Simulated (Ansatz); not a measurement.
# BSiH5 (singlet): the correlation ladder at distance B1–H4 along a hydrogen transfer = 1.398 Å, cc-pVDZ

One table from this session's results is given with a row withheld; the runs are named, their logs left out.

Program: Ansatz 0.2.0, Gaussian basis. Level of theory: cc-pVDZ, core rule «outside noble gas», up to 6 orbitals frozen. These are calculated values, not measurements.

To be run: UHF; CCSD(T) on RHF; CCSD(T) on UHF; BCCD(T) on RHF; CISD; CCSDT(Q) on RHF; CCSDT(Q) on UHF; CASSCF and NEVPT2, 2 electrons in 2 orbitals; CASSCF and NEVPT2, 8 electrons in 8 orbitals.

6 further runs of the same task are left out: 5 that didn't finish, 1 set aside as unsound or not needed.

### What is computed

The geometry derives from fragments relaxed apart (PBE0/def2-TZVP) and kept rigid, so it is no stationary point. A hydrogen atom is moved between rigid fragments.

7 atoms, charge 0, spin multiplicity 1.

Atoms are counted from 1 here; the program's logs count them from 0.

Bond lengths: B1–H2 1.193 Å, B1–H3 1.193 Å, B1–H4 1.398 Å, Si5–H6 1.526 Å, Si5–H7 1.526 Å. Angles: H2–B1–H3 120.0°, H2–B1–H4 120.0°, H3–B1–H4 120.0°, H6–Si5–H7 91.2°.

The first run:

Input file in.yaml:

```yaml
crystal:
  periodic: [false, false, false]
  atoms:
    - {symbol: B, position_ang: [-2.328603, 0.040114, 0.000000]}
    - {symbol: H, position_ang: [-2.925336, 1.073685, 0.000000]}
    - {symbol: H, position_ang: [-2.925336, -0.993457, 0.000000]}
    - {symbol: H, position_ang: [-0.930603, 0.040114, 0.000000]}
    - {symbol: Si, position_ang: [1.022397, 0.040114, 0.000000]}
    - {symbol: H, position_ang: [1.634577, -0.834170, 1.090012]}
    - {symbol: H, position_ang: [1.634577, -0.834170, -1.090012]}
basis:
  gaussian: {orbitals: cc-pVDZ}
magnetization: {spin_polarized: true, initial_magnetization: 0}
hamiltonian: {xc: hf}
output: {orbitals: {seedname: orbitals}}
```

Command:

```
> ansatz run in.yaml --threads 1 --pin off --events-out ev --progress --plain --max-ram 2393MiB
```

Steps of the session up to this table: UHF; CCSD(T) on RHF; CCSD(T) on UHF; BCCD(T) on RHF; CISD; CCSDT(Q) on RHF; CCSDT(Q) on UHF; CASSCF and NEVPT2, 2 electrons in 2 orbitals; CASSCF and NEVPT2, 8 electrons in 8 orbitals.

One table of the session follows, with a row left open; its other results are not shown here.

It belongs to the step «Misses and costs». 

```
         method  from RCCSDT(Q) (meV)
            RHF               +6745.5
            UHF               +6694.0
           RMP2               +1571.0
           CISD                +797.4
          RCCSD                +186.0
       RCCSD(T)                 +39.8
        BCCD(T)                 +39.6
         RCCSDT                     ?
      RCCSDT(Q)                     0
    CASSCF pair               +6301.5
    NEVPT2 pair               +1538.4
CASSCF frontier               +4944.5
NEVPT2 frontier               +1346.5
```

**Question.** Estimate the row for RCCSDT.

**Answer.** from RCCSDT(Q) (meV): +6.3. In the column «from RCCSDT(Q) (meV)» it lies between RCCSDT(Q) (0) and BCCD(T) (+39.6).

Not comparable, so not listed: CCSD(T) on UHF; CCSDT(Q) on UHF (they don't share determinant, frozen orbitals or solution with the rows shown, or repeat one).

To keep in mind: Warnings: restricted reference is unstable; spin contamination.
